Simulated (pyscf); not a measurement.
This saddle point was located with ωB97X-D3(BJ)/def2-SVP in PySCF.

```xyz
8

Si    -1.4461    -1.1170     0.2364
H     -0.6801     0.1460     1.2383
H     -1.5729    -2.1255    -0.8850
H     -2.6520    -0.2625     0.0700
H     -1.4413    -1.9921     1.4446
O      0.1750    -0.5250    -0.5410
H      0.1373     0.0128     0.4467
H      0.8736    -1.1652    -0.7532
```

Surface: singlet, charge 0. Lowest wavenumbers (cm⁻¹): 1315i, 219, 388, 558, 657.

Q: Which two sides does it connect, and which bonds change?

A: silane (SiH₄) + water (H₂O) ⇌ silanol (HO–SiH₃) + hydrogen (H₂), a four-centre exchange read from left to right: H–Si, H–O broken and O–Si, H–H formed. At ωB97M-D3(BJ)/def2-TZVP it lies +36.9 kcal/mol from the left side and +52.3 kcal/mol from the right (each side as separated species at their lowest minima found). This is the saddle that the search found; another between the same sides may lie lower.
